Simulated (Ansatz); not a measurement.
```yaml
crystal:
  periodic: [false, false, false]
  atoms:
    - {symbol: C, position_ang: [0.267835, -1.893166, 0.378437]}
    - {symbol: C, position_ang: [0.381535, -0.575317, 0.299569]}
    - {symbol: C, position_ang: [1.324233, 0.458180, 0.763373]}
    - {symbol: C, position_ang: [0.604345, 1.462179, 0.207528]}
    - {symbol: C, position_ang: [-0.417560, 0.539366, -0.317855]}
    - {symbol: C, position_ang: [-1.538880, 0.627502, -1.018386]}
    - {symbol: H, position_ang: [1.004658, -2.492726, 0.899653]}
    - {symbol: H, position_ang: [-0.568449, -2.409144, -0.077858]}
    - {symbol: H, position_ang: [2.243357, 0.420868, 1.333046]}
    - {symbol: H, position_ang: [0.726410, 2.536305, 0.162138]}
    - {symbol: H, position_ang: [-1.917441, 1.583876, -1.359089]}
    - {symbol: H, position_ang: [-2.110052, -0.257925, -1.270545]}
basis:
  gaussian: {orbitals: cc-pVTZ-DK, fitting: {mean_field: cc-pVTZ-jkfit}}
total_charge: 1
magnetization: {spin_polarized: true, initial_magnetization: 1}
hamiltonian: {xc: {name: HF}}
correlation: {active_space: {window: {electrons: 3, orbitals: 2}}}
accuracy: high
scf: {lower_state_search: full}
```

```sh
$ ansatz run in.yaml --threads 4 --pin off --events-out ev --progress --plain --max-ram 10444MiB
```

It prints (some lines left out):

```
Error: invalid value for `correlation.active_space`: it starts from restricted Hartree–Fock orbitals; set hamiltonian.xc: hf without magnetization.spin_polarized
```
